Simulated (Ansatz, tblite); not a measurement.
**LaBr3: removing and adding an electron**

The task here is to estimate one member of a computed series from the others.

Computed with Ansatz 0.2.0, Gaussian basis. Level: as each input shows.

Plan: charge +1 doublet, at the geometry of the singlet (PBE0-D4/def2-TZVP, PBE-D4/def2-TZVP, r2SCAN-D4/def2-TZVP, CCSD(T)/def2-SVP); charge -1 doublet, at the geometry of the singlet (PBE0-D4/def2-TZVPD, PBE-D4/def2-TZVPD, r2SCAN-D4/def2-TZVPD); the starting singlet's energies come from earlier runs.

## The relaxed structure

The singlet was relaxed beforehand with PBE0-D4/def2-SVP.

4 atoms, charge 0, spin multiplicity 1.

Atoms are counted from 1 here; the program's logs count them from 0.

Bond lengths: La1–Br2 2.755 Å, La1–Br3 2.755 Å, La1–Br4 2.755 Å. Angles: Br2–La1–Br3 117.8°, Br2–La1–Br4 117.8°, Br3–La1–Br4 117.8°.

Coordinates:

```
La   -0.0041   -0.0010    0.3120
Br    2.7240   -0.0255   -0.0686
Br   -1.3377    2.3712   -0.1141
Br   -1.3822   -2.3448   -0.1294
```

Formally the metal is d0. La takes a core potential in the def2 sets. No spin-orbit coupling is included.

Set-up of the first run:

in.yaml reads:

```yaml
crystal:
  periodic: [false, false, false]
  atoms:
    - {symbol: La, position_ang: [-0.004057, -0.000972, 0.312046]}
    - {symbol: Br, position_ang: [2.723955, -0.025477, -0.068636]}
    - {symbol: Br, position_ang: [-1.337698, 2.371234, -0.114054]}
    - {symbol: Br, position_ang: [-1.382200, -2.344775, -0.129357]}
basis:
  gaussian: {orbitals: def2-SVP}
total_charge: 1
magnetization: {spin_polarized: true, initial_magnetization: 1}
hamiltonian: {xc: pbe0, dispersion: d4}
output: {orbitals: {seedname: orbitals}}
```

On the command line:

```
$ ansatz run in.yaml --threads 4 --pin off --events-out ev --progress --plain --max-ram 3916MiB
```

Steps of the session up to this table: Charge +1 doublet at the fixed geometry, first pass, PBE0-D4/def2-SVP; Charge +1 doublet at the fixed geometry, PBE0-D4/def2-TZVP; Charge +1 doublet at the fixed geometry, PBE-D4/def2-TZVP; Charge +1 doublet at the fixed geometry, r2SCAN-D4/def2-TZVP; Charge +1 doublet at the fixed geometry, CCSD(T)/def2-SVP.

One of the session's tables, all rows but one given; the rest of the session is left out.

It belongs to the step «Vertical ionisation energy». 

```
             method  vertical ionisation energy (eV)
        HF/def2-SVP                             9.88
   PBE-D4/def2-TZVP                             9.51
r2SCAN-D4/def2-TZVP                             9.79
  PBE0-D4/def2-TZVP                            10.06
       MP2/def2-SVP                            10.54
      CCSD/def2-SVP                            10.35
   CCSD(T)/def2-SVP                                ?
```

**Question.** Estimate the row for CCSD(T)/def2-SVP.

As computed: vertical ionisation energy (eV): 10.30. In the column «vertical ionisation energy (eV)» it lies between PBE0-D4/def2-TZVP (10.06) and CCSD/def2-SVP (10.35).

Caveats from the session: The anion's highest level is positive in at least one run, so there the basis alone may hold the extra electron.
